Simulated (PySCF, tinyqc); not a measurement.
A ladder of methods, and size consistency: correlation methods against full CI in the sto-3g basis, for LiH, spin multiplicity 1. Computed by the program tinyqc with PySCF. All electrons correlated; +Q is the Davidson correction (1 - c0^2) E_corr. The last columns treat two copies 100 angstrom apart as one system. FCI is the lowest singlet.

Geometry (angstrom):

| atom | x | y | z |
|---|---|---|---|
| Li | 0.0000 | 0.0000 | 0.0000 |
| H | 0.0000 | 0.0000 | 2.0460 |

RHF energy of one = -7.825880 hartree

Correlation energies (hartree):

| method | E_corr of one | share of FCI (%) | E_corr of two at 100 angstrom | two minus twice one (mhartree) |
|---|---|---|---|---|
| MP2 | -0.01820 | 57.349 | -0.03640 | -5.34e-05 |
| CISD | -0.03171 | 99.926 | -0.06033 | 3.095 |
| CISD+Q | -0.03350 | 105.536 | -0.06577 | 1.218 |
| CCSD | -0.03172 | 99.940 | -0.06344 | -1.30e-04 |
| CCSD(T) | -0.03173 | 99.989 | -0.06347 | -1.30e-04 |
| FCI | -0.03174 | 100.000 | - | - |

What does the comparison show, and why?

MP2 recovers 57 %, CISD 99.9 % and CCSD 99.9 % of the FCI value (c0^2 = 0.944 in CISD). MP2 and coupled cluster are size consistent, so their last column vanishes but for a trace of long-range electrostatics; CISD loses 3.10 mhartree, since a double excitation on each copy is a quadruple of the pair, and the Davidson correction leaves +1.22. The restricted reference is unstable here: a spin-polarised solution lies 0.0000 hartree lower (PySCF), so results built on it describe a poor reference.
